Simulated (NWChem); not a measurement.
Everything below was run with NWChem. System: AlF3, charge 0, spin multiplicity 1, at a geometry optimised with B3LYP/def2-SVP. The structure started from a generated list of species. Level: G0W0@PBE0/def2-QZVP, RI basis def2-qzvp-rifit.

Output (cleaned and shortened):

```
             Northwest Computational Chemistry Package (NWChem) 7.3.0
             --------------------------------------------------------

                                NWChem Input Module
                                -------------------

 Scaling coordinates for geometry "geometry" by  1.889725989
 (inverse scale =  0.529177249)

 Turning off AUTOSYM since
 SYMMETRY directive was detected!

                             Geometry "geometry" -> ""
                             -------------------------

 Output coordinates in angstroms (scale by  1.889725989 to convert to a.u.)

  No.       Tag          Charge          X              Y              Z
 ---- ---------------- ---------- -------------- -------------- --------------
    1 Al                  13.0000     0.00000000     0.00000000     0.00000200
    2 F                    9.0000     0.00000000     0.00000000     1.64568100
    3 F                    9.0000     1.42519100     0.00000000    -0.82284200
    4 F                    9.0000    -1.42519100     0.00000000    -0.82284200

 Effective nuclear repulsion energy (a.u.)     157.9793473326

            Nuclear Dipole moment (a.u.)
            ----------------------------
        X                 Y               Z
 ---------------- ---------------- ----------------
     0.0000000000     0.0000000000    -0.0000018897

      Symmetry information
      --------------------

 Group name             C2v
 Group number             16
 Group order               4
 No. of unique centers     3

      Symmetry unique atoms

     1    2    3


 Summary of "ao basis" -> "" (spherical)
 ------------------------------------------------------------------------------
       Tag                 Description            Shells   Functions and Types
 ---------------- ------------------------------  ------  ---------------------
 *                         def2-qzvp                  on all atoms

 new library libraries.bse/

 Summary of "ri basis" -> "" (spherical)
 ------------------------------------------------------------------------------
       Tag                 Description            Shells   Functions and Types
 ---------------- ------------------------------  ------  ---------------------
 *                      def2-qzvp-rifit               on all atoms

                                 NWChem DFT Module
                                 -----------------

 Summary of "ao basis" -> "ao basis" (spherical)
 ------------------------------------------------------------------------------
[...]
   Bfn.  Coefficient  Atom+Function         Bfn.  Coefficient  Atom+Function
  ----- ------------  ---------------      ----- ------------  ---------------
    25      1.378523  1 Al px                22     -0.630990  1 Al px
   134      0.301231  3 F  s                191     -0.301231  4 F  s
    41     -0.296421  1 Al d  1             144     -0.176291  3 F  px
   201     -0.176291  4 F  px               133     -0.138763  3 F  s
   190      0.138763  4 F  s                 19     -0.119603  1 Al px

 center of mass
 --------------
 x =   0.00000000 y =   0.00000000 z =  -0.00000007

 moments of inertia (a.u.)
 ------------------
         275.611792608906           0.000000000000           0.000000000000
           0.000000000000         551.219168897687           0.000000000000
           0.000000000000           0.000000000000         275.607376288780

     Multipole analysis of the density
     ---------------------------------

     L   x y z        total         alpha         beta         nuclear
     -   - - -        -----         -----         ----         -------
     0   0 0 0     -0.000000    -20.000000    -20.000000     40.000000

     1   1 0 0      0.000000      0.000000      0.000000      0.000000
     1   0 1 0     -0.000000     -0.000000     -0.000000      0.000000
     1   0 0 1      0.000013      0.000007      0.000007     -0.000002

     2   2 0 0    -22.908279    -76.735068    -76.735068    130.561857
     2   1 1 0      0.000000      0.000000      0.000000      0.000000
     2   1 0 1      0.000000      0.000000      0.000000      0.000000
     2   0 2 0    -15.666496     -7.833248     -7.833248      0.000000
     2   0 1 1      0.000000      0.000000      0.000000      0.000000
     2   0 0 2    -22.908359    -76.736154    -76.736154    130.563949

 Task  times  cpu:      102.4s     wall:      102.4s

                                NWChem Input Module
                                -------------------

                                 NWChem GW Module
                                 ----------------

                             ***********************
                             ***        GW       ***
                             ***********************

 Summary of "ri basis" -> "ri basis" (spherical)
 ------------------------------------------------------------------------------
       Tag                 Description            Shells   Functions and Types
 ---------------- ------------------------------  ------  ---------------------
 Al                     def2-qzvp-rifit             41      167   12s10p9d6f3g1h
 F                      def2-qzvp-rifit             33      141   9s8p7d5f3g1h

                 Memory Information
                 ------------------
          Available GA per process is          1699.6 MBs
          Available stack per process is        700.0 MBs
          Available heap per process is           0.0 MBs

          Peak memory in Initialization
              Peak GA per process is                 27.2 MBs
              Peak stack per process is               0.7 MBs
              Peak heap per process is               28.0 MBs
              Memory not in MA per process            0.0 MBs

          Peak memory in CDGW Calculation
              Peak GA per process is                 32.7 MBs
              Peak stack per process is               5.3 MBs
              Peak heap per process is                5.6 MBs
              Memory not in MA per process            0.0 MBs

          Computing 2-center integrals
          Computing Inverse Cholesky factor
          Computing 3-center integrals
          Computing Vxc

          Computing Sigma_x
          Computing W(iw) on the imaginary grid
          Solving quasiparticle equations

                  Alpha Orbitals
          State     Energy (eV)     Error (eV)
          -----------------------------------
@GW        17        -15.593           0.002
@GW        18        -15.377           0.002
@GW        19        -15.377           0.002
@GW        20        -14.917           0.003
@GW        21          0.208           0.005
@GW        22          1.362           0.004

     GW Timing Statistics
   ------------------------
   Init.   :          0.4s
     ERIs  :         10.1s
     Distr.:          0.1s
     Vxc   :         12.4s
   Vmo     :          0.0s
   iW      :         13.1s
   I_n     :          0.0s
   R_n     :          2.6s
   GW total:         38.6s

 Task  times  cpu:       38.6s     wall:       38.6s

 Total times  cpu:      141.1s     wall:      141.1s
```

Q: Write an NWChem input that would produce this output.

A: Several could match; the one computed here: 
```
start mol
memory heap 200 mb stack 700 mb global 1700 mb
geometry units angstroms nocenter noautoz
  Al     0.000000     0.000000     0.000002
  F      0.000000     0.000000     1.645681
  F      1.425191     0.000000    -0.822842
  F     -1.425191     0.000000    -0.822842
  symmetry group C2v
end
basis spherical
  * library def2-qzvp
end
basis "ri basis" bse spherical
  * library def2-qzvp-rifit
end
dft
  xc pbe0
  iterations 100
  direct
  tolerances tight
end
task dft energy
gw
  method cdgw
  states alpha occ 4 vir 2
end
task dft gw
```
